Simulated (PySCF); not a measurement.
PySCF input for SiH2, SMILES [SiH2] (connectivity only; charge and spin as stated), neutral, multiplicity 1, EOM-CCSD/aug-cc-pVDZ. Geometry: PBE-D3(BJ)/def2-TZVPD. The isomer is the one that the SMILES or the coordinates give; other isomers of the formula were not compared.

```python
import numpy as np
from pyscf import gto, scf, dft, cc
from pyscf.cc import eom_rccsd

mol = gto.M(
    atom='''
    Si    0.00000000    0.00000000    0.13538510
    H     0.00000000   -1.09284000   -0.94769567
    H     0.00000000    1.09283999   -0.94769567
    ''',
    basis='aug-cc-pVDZ',
    charge=0,
    spin=0,
    max_memory=1600,
    verbose=4,
)
mf = scf.RHF(mol)
mf.conv_tol = 1e-10
mf.max_cycle = 100
mf.kernel()
mycc = cc.CCSD(mf, frozen=5)
mycc.conv_tol = 1e-8
mycc.kernel()
mycc.solve_lambda()
dip = scf.hf.dip_moment(mol, mycc.make_rdm1(ao_repr=True))
res = {}
for name, solver, nroots, keep in (('singlet', eom_rccsd.EOMEESinglet, 9, 6), ('triplet', eom_rccsd.EOMEETriplet, 6, 3), ('IP', eom_rccsd.EOMIP, 6, 5), ('EA', eom_rccsd.EOMEA, 3, 2)):
    eom = solver(mycc)
    eom.max_cycle, eom.max_space = 200, 40
    e = eom.kernel(nroots=nroots)[0]
    res[name] = (e[:keep] * 27.211386245988, all(eom.converged[:keep]))
    print(name, 'roots / eV', res[name][0].round(3))
```

Program output:

```
PySCF version 2.14.0

[INPUT] verbose = 4
[INPUT] num. atoms = 3
[INPUT] num. electrons = 16
[INPUT] charge = 0
[INPUT] spin (= nelec alpha-beta = 2S) = 0
[INPUT] symmetry False subgroup None
[INPUT] Mole.unit = angstrom
[INPUT] Symbol           X                Y                Z      unit          X                Y                Z       unit  Magmom
[INPUT]  1 Si     0.000000000000   0.000000000000   0.135385100000 AA    0.000000000000   0.000000000000   0.255840760347 Bohr   0.0
[INPUT]  2 H      0.000000000000  -1.092840000000  -0.947695670000 AA    0.000000000000  -2.065168297970  -1.790885265736 Bohr   0.0
[INPUT]  3 H      0.000000000000   1.092839990000  -0.947695670000 AA    0.000000000000   2.065168279072  -1.790885265736 Bohr   0.0

nuclear repulsion = 9.87212055869156
number of shells = 18
number of NR pGTOs = 72
number of NR cGTOs = 45
basis = aug-cc-pVDZ
ecp = {}


[settings echo left out]
init E= -289.675724403345
  HOMO = -0.213399792551563  LUMO = -0.0741906194858739  gap/eV = 3.78807
cycle= 1 E= -290.006955501911  delta_E= -0.331  |g|= 0.143  |ddm|=  1.1
  HOMO = -0.356326506421242  LUMO = -0.0196408150004119  gap/eV = 9.16168
cycle= 2 E= -290.018092180576  delta_E= -0.0111  |g|= 0.0323  |ddm|= 0.318
  HOMO = -0.338636948907461  LUMO = -0.00292126429420625  gap/eV = 9.13529
cycle= 3 E= -290.01881338798  delta_E= -0.000721  |g|= 0.00888  |ddm|= 0.108
  HOMO = -0.340270292818385  LUMO = -0.00361424762691787  gap/eV = 9.16088
cycle= 4 E= -290.018889431607  delta_E= -7.6e-05  |g|= 0.00153  |ddm|= 0.0429
  HOMO = -0.340442473956171  LUMO = -0.00383071882993535  gap/eV = 9.15967
cycle= 5 E= -290.018892614402  delta_E= -3.18e-06  |g|= 0.000339  |ddm|= 0.00842
  HOMO = -0.340430902410847  LUMO = -0.00382592887151612  gap/eV = 9.15949
cycle= 6 E= -290.018892781882  delta_E= -1.67e-07  |g|= 3.12e-05  |ddm|= 0.00201
  HOMO = -0.34043374020522  LUMO = -0.0038304296679299  gap/eV = 9.15944
cycle= 7 E= -290.018892782932  delta_E= -1.05e-09  |g|= 3.44e-06  |ddm|= 0.00014
  HOMO = -0.340434030015702  LUMO = -0.00383082401733637  gap/eV = 9.15944
cycle= 8 E= -290.018892782947  delta_E= -1.48e-11  |g|= 6.88e-07  |ddm|= 1.63e-05
  HOMO = -0.340433970910694  LUMO = -0.00383084176740311  gap/eV = 9.15944
Extra cycle  E= -290.018892782948  delta_E= -1.25e-12  |g|= 2.91e-07  |ddm|= 2.62e-06
converged SCF energy = -290.018892782948

******** <class 'pyscf.cc.ccsd.CCSD'> ********
CC2 = 0
CCSD nocc = 3, nmo = 40
frozen orbitals 5
max_cycle = 50
direct = 0
conv_tol = 1e-08
conv_tol_normt = 1e-05
diis_space = 6
diis_start_cycle = 0
diis_start_energy_diff = 1e+09
Init t2, MP2 energy = -290.111826421197  E_corr(MP2) -0.0929336382494686
Init E_corr(CCSD) = -0.0929336382495409
cycle = 1  E_corr(CCSD) = -0.112879023984194  dE = -0.0199453857  norm(t1,t2) = 0.0487844
cycle = 2  E_corr(CCSD) = -0.118477647850942  dE = -0.00559862387  norm(t1,t2) = 0.0217819
cycle = 3  E_corr(CCSD) = -0.122246569750089  dE = -0.0037689219  norm(t1,t2) = 0.0118205
cycle = 4  E_corr(CCSD) = -0.122113937758551  dE = 0.000132631992  norm(t1,t2) = 0.00325123
cycle = 5  E_corr(CCSD) = -0.122068000719781  dE = 4.59370388e-05  norm(t1,t2) = 0.000919275
cycle = 6  E_corr(CCSD) = -0.122090474420728  dE = -2.24737009e-05  norm(t1,t2) = 0.00036279
cycle = 7  E_corr(CCSD) = -0.122086808482438  dE = 3.66593829e-06  norm(t1,t2) = 0.000110649
cycle = 8  E_corr(CCSD) = -0.122086601302153  dE = 2.07180284e-07  norm(t1,t2) = 3.66371e-05
cycle = 9  E_corr(CCSD) = -0.122086609159208  dE = -7.85705406e-09  norm(t1,t2) = 1.35319e-05
cycle = 10  E_corr(CCSD) = -0.122086515803952  dE = 9.33552554e-08  norm(t1,t2) = 5.0405e-06
cycle = 11  E_corr(CCSD) = -0.122086362805131  dE = 1.52998822e-07  norm(t1,t2) = 1.78045e-06
cycle = 12  E_corr(CCSD) = -0.122086287167009  dE = 7.56381218e-08  norm(t1,t2) = 6.71418e-07
cycle = 13  E_corr(CCSD) = -0.122086268565383  dE = 1.86016255e-08  norm(t1,t2) = 2.69385e-07
cycle = 14  E_corr(CCSD) = -0.122086266017181  dE = 2.54820215e-09  norm(t1,t2) = 1.2628e-07
CCSD converged
E(CCSD) = -290.1409790489651  E_corr = -0.122086266017181
cycle = 1  norm(lambda1,lambda2) = 0.00973798
cycle = 2  norm(lambda1,lambda2) = 0.00292845
cycle = 3  norm(lambda1,lambda2) = 0.00138413
cycle = 4  norm(lambda1,lambda2) = 0.00043711
cycle = 5  norm(lambda1,lambda2) = 0.000130971
cycle = 6  norm(lambda1,lambda2) = 4.9746e-05
cycle = 7  norm(lambda1,lambda2) = 1.54628e-05
cycle = 8  norm(lambda1,lambda2) = 4.98841e-06
Dipole moment(X, Y, Z, Debye):  0.00000,  0.00000, -0.01825

******** <class 'pyscf.cc.eom_rccsd.EOMEESinglet'> ********
max_space = 40
max_cycle = 200
conv_tol = 1e-08
partition = None
EOM-CCSD root 0 E = 0.09132582424655755  qpwt = 0.942269  conv = True
EOM-CCSD root 1 E = 0.1664256186977149  qpwt = 0.927367  conv = True
EOM-CCSD root 2 E = 0.2310088193962162  qpwt = 0.908447  conv = True
EOM-CCSD root 3 E = 0.2411017544718614  qpwt = 0.107858  conv = True
EOM-CCSD root 4 E = 0.2509189151025662  qpwt = 0.94234  conv = True
EOM-CCSD root 5 E = 0.2781324964466984  qpwt = 0.799034  conv = True
EOM-CCSD root 6 E = 0.2782685444704285  qpwt = 0.945662  conv = True
EOM-CCSD root 7 E = 0.2793036230531912  qpwt = 0.942605  conv = True
EOM-CCSD root 8 E = 0.3008963743621564  qpwt = 0.836029  conv = True
singlet roots / eV [2.485 4.529 6.286 6.561 6.828 7.568]

******** <class 'pyscf.cc.eom_rccsd.EOMEETriplet'> ********
max_space = 40
max_cycle = 200
conv_tol = 1e-08
partition = None
EOM-CCSD root 0 E = 0.04537294333903392  qpwt = 0.964568  conv = True
EOM-CCSD root 1 E = 0.1480159732672955  qpwt = 0.927453  conv = True
EOM-CCSD root 2 E = 0.1926754934530686  qpwt = 0.96006  conv = True
EOM-CCSD root 3 E = 0.2202752721934536  qpwt = 0.949437  conv = True
EOM-CCSD root 4 E = 0.2631886129382324  qpwt = 0.931818  conv = True
EOM-CCSD root 5 E = 0.2690599330660139  qpwt = 0.95575  conv = True
triplet roots / eV [1.235 4.028 5.243]

******** <class 'pyscf.cc.eom_rccsd.EOMIP'> ********
max_space = 40
max_cycle = 200
conv_tol = 1e-08
partition = None
EOM-CCSD root 0 E = 0.3464974628381749  qpwt = 0.961389  conv = True
EOM-CCSD root 1 E = 0.4359676667590052  qpwt = 0.94335  conv = True
EOM-CCSD root 2 E = 0.5010194937849897  qpwt = 3.7302e-31  conv = True
EOM-CCSD root 3 E = 0.5774206858817397  qpwt = 3.09323e-29  conv = True
EOM-CCSD root 4 E = 0.6115716530838441  qpwt = 0.748689  conv = True
EOM-CCSD root 5 E = 0.6160731429849876  qpwt = 7.2274e-28  conv = True
IP roots / eV [ 9.429 11.863 13.633 15.712 16.642]

******** <class 'pyscf.cc.eom_rccsd.EOMEA'> ********
max_space = 40
max_cycle = 200
conv_tol = 1e-08
partition = None
EOM-CCSD root 0 E = -0.03448383636121615  qpwt = 0.959179  conv = True
EOM-CCSD root 1 E = 0.03425164205181094  qpwt = 0.991219  conv = True
EOM-CCSD root 2 E = 0.05492892635655148  qpwt = 0.990931  conv = True
EA roots / eV [-0.938  0.932]
```

The calculation finished and met its thresholds.
